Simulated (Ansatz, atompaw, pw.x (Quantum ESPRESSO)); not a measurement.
# From atom to crystal: PAW (atompaw) potential for Te

```
Element                 : Te
Generator               : atompaw 4.2.0.5
Type                    : PAW
Functional              : PBEsol
Relativity              : scalar-relativistic
Frozen core             : [Kr]
Valence charge          : 16
Reference configuration : 4d10 5s1.75 5p4.25
Partial waves           : 5s (bound): rc 1.75 bohr; 5s channel at 0.65 Ry: rc 1.95 bohr; 5p (bound): rc 1.95 bohr; 5p channel at -0.1 Ry: rc 1.95 bohr; 4d (bound): rc 1.60 bohr; 4d channel at -2 Ry: rc 1.95 bohr
Local potential         : bessel scheme, radius 1.90 bohr
Core correction         : smooth core density matched at 1.10 bohr
Augmentation charge     : besselshape compensation charge, radius 1.45 bohr; PAW radius 1.95 bohr; waves and projectors: custom polynom vanderbiltortho
```

Atomic tests: cutoffs needed: 70 Ry and 100 Ry (the cutoffs (Ry, on a coarse ladder) from which the occupation-weighted sum of valence levels, in a spherical-Bessel basis at the reference potential, stays within 10 and 1 mRy of its value at 400 Ry); ghost test: no extra level below or beside the all-electron valence levels (s, p, d, f tested) (spherical-Bessel basis up to 400 Ry, 20 bohr box); lowest eigenvalue of the overlap operator: 0.04 (s channel).

Crystal test: bcc Te in pw.x 7.5, no spin, 12³ k-points, Fermi–Dirac smearing 0.01 Ry, cutoffs 120/900 Ry. The reference is all-electron LAPW (Ansatz 0.2.0) with the same functional, mesh and smearing; V0 and B0 come from Birch–Murnaghan fits to the pressures at five volumes. Errors are pseudo minus all-electron; Δ is the rms difference of the E(V) curves that follow from these fits, minima aligned, over ±6 % about the mean V0. Mesh and smearing are coarse, so the numbers serve the comparison and aren't converged zero-temperature values; the lattice is a test structure that the element need not adopt.

All-electron: a0 = 3.776 Å (V0 = 26.93 Å³/atom), B0 = 64.5 GPa.

Problem. How far does the potential miss the all-electron equation of state?

Solution. mean pressure error (GPa): +0.59; a0 (Å): 3.788; a0 error (%): +0.29; B0 error (%): -0.5; Δ (meV/atom): 3.4.

| V (Å³/atom) | P all-electron (GPa) | P pseudo (GPa) |
| --- | --- | --- |
| 25.579 | 3.77 | 4.52 |
| 26.252 | 1.75 | 2.40 |
| 26.925 | 0.01 | 0.58 |
| 27.598 | -1.49 | -0.96 |
| 28.271 | -2.78 | -2.31 |

Problem. At the middle volume, how do free energy and pressure move when the wave cutoff is lowered (ecutrho held at 900 Ry)?

Solution.

```tsv
cutoff (Ry)	shift of F (meV/atom)	shift of P (GPa)
54	+329.0	-7.59
72	+35.0	-0.39
96	+12.8	-0.58
```

The run at the middle volume (72 k-points, 10 iterations) took about 48 s on one core of a shared host (AMD EPYC 9R45 96-Core Processor, 96 threads, 376 GiB, load 63).
